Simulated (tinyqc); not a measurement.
Inside a calculation. Method: coupled-perturbed Hartree-Fock on RHF in the sto-3g basis, for CH3-, spin multiplicity 1. The basis has no diffuse functions, so it cannot describe the extra electron: this is an exercise in the method, not the real anion. One step of it, computed by the program tinyqc.

Problem. Response to a field: uncoupled start. Field along z; U_ai = -mu_ai / (e_a - e_i), alpha = -4 sum U_ai mu_ai.

orbital energies (hartree): [-10.365477, -0.414154, -0.099672, -0.099670, 0.226919, 1.096564, 1.258847, 1.258863]

dipole integrals <a|z|i> (bohr), order a6, a7, a8:
```
[[-0.007895, 0.005391, 0.000000, -0.000025, 0.426340],
 [0.000000, 0.000000, 0.071680, 0.000000, 0.000000],
 [-0.000003, 0.000008, 0.000000, 0.071680, 0.000147]]
```

Give: uncoupled U; uncoupled polarisability.

Solution.

uncoupled U, order a6, a7, a8:
```
[[0.0007, -0.0036, 0.0000, 0.0000, -0.4902],
 [0.0000, 0.0000, -0.0528, 0.0000, 0.0000],
 [0.0000, 0.0000, 0.0000, -0.0528, -0.0001]]
```

uncoupled polarisability = 0.8664 bohr^3
